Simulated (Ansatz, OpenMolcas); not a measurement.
## CS (SMILES [C-]#[S+]): from total energies to a heat of formation

CS has 2 atoms, charge 0, and is taken as a singlet. SMILES: `[C-]#[S+]`. Geometry: the measured bond length.

```xyz
2

C     0.0000    0.0000    0.0000
S     0.0000    0.0000    1.5349
```

Total energies at TPSS/cc-pVTZ (OpenMolcas 26.06); the atoms run unrestricted:

```tsv
species	state	energy (Eh)
CS	singlet	-436.273235
C	triplet	-37.863601
S	triplet	-398.141721
```

Harmonic wavenumbers at wB97M-V/def2-TZVPD, in cm⁻¹: 1356.

Measured heats of formation of the gaseous atoms at 298.15 K, in kJ/mol: C 716.9, S 277.0. Spin-orbit lowering of the atoms at 298 K (mean of the ground term's levels less their thermal mean, from spectra), in kJ/mol: C 0.02, S 1.88. Take 1 Eh = 2625.50 kJ/mol, 1 cm⁻¹ = 0.0119627 kJ/mol, RT = 2.479 kJ/mol.

What heat of formation follows?


1. Electronic atomisation energy: (-37.863601) + (-398.141721) − (-436.273235) = 0.267913 Eh = 703.4 kJ/mol.
2. Zero-point energy: half the sum of the wavenumbers, 678 cm⁻¹ = 8.1 kJ/mol.
3. Thermal vibrational enthalpy, Σ hcν̃/(exp(hcν̃/kT) − 1): 0.0 kJ/mol. Translation, rotation and pV of a linear molecule: 3.5 RT = 8.7 kJ/mol.
4. The 2 free atoms carry 5/2 RT each: 12.4 kJ/mol.
5. Spin-orbit coupling lowers the free atoms by 0.02 + 1.88 = 1.9 kJ/mol.
6. Atomisation enthalpy at 298 K: 703.4 − 1.9 − 8.1 − 0.0 − 8.7 + 12.4 = 697.1 kJ/mol.
7. Sum of the atoms' heats of formation: 993.9 kJ/mol. Heat of formation: 993.9 − 697.1 = +296.8 kJ/mol.

The tabulated value is +280.3 kJ/mol (NIST-JANAF tables), so this level is off by +16.5 kJ/mol, or 2.3 % of the atomisation enthalpy. Anharmonicity and any spin-orbit splitting of the molecule are left out.
